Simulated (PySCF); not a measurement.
C3H4F2S.
Numbering: `[F:1][C:2]1([F:3])[CH2:4][S:5][CH2:6]1` (hydrogens: H7, H8 on C4; H9, H10 on C6)

Computed with PBE0-D3(BJ)/def2-SVP geometry optimisation, gas phase (PySCF 2.14.0).

(1) What internal coordinates does the optimisation give?

Results:

(1) 
```json
{"bond": "F1–C2, C2–F3", "length (pm)": "134.8"}
{"bond": "C2–C4, C2–C6", "length (pm)": "152.7"}
{"bond": "C4–S5, S5–C6", "length (pm)": "183.6"}
{"bond": "C4–H7 and 3 like bonds", "length (pm)": "109.9"}
```

Bonds in one row agree within 1 pm and their mean is given. A selection of angles:
```json
{"angle": "F1–C2–F3", "degrees": "107.1"}
{"angle": "F1–C2–C4", "degrees": "113.7"}
{"angle": "F3–C2–C4", "degrees": "111.8"}
{"angle": "C4–C2–C6", "degrees": "98.7"}
{"angle": "C2–C4–S5", "degrees": "90.9"}
{"angle": "C2–C4–H7", "degrees": "112.5"}
{"angle": "C2–C4–H8", "degrees": "113.6"}
{"angle": "S5–C4–H7", "degrees": "113.3"}
{"angle": "S5–C4–H8", "degrees": "114.8"}
{"angle": "H7–C4–H8", "degrees": "110.6"}
{"angle": "C4–S5–C6", "degrees": "78.3"}
```

Torsions: F1–C2–C4–S5 -130° (anticlinal); C2–C4–S5–C6 8° (synperiplanar); C4–S5–C6–C2 -8° (synperiplanar); F1–C2–C6–S5 130° (anticlinal).

The 4-membered ring C2–C4–S5–C6 has internal angles of 78.3° to 98.7° (sum 359°, against 360° for a flat polygon); it is slightly puckered (a soft mode that the optimisation may not have finished), 0.06 Å rms from its mean plane, widest ring torsion 9°.

Point group: Cs (every atom within 0.08 Å of its image). Not checked by PBE0-D3(BJ)/def2-SVP frequencies. The numbers are those of one conformer.

Time: 33 s wall. Hardware: an x86-64 server with one thread, no GPU, on a shared host. These figures are those of the optimisation.
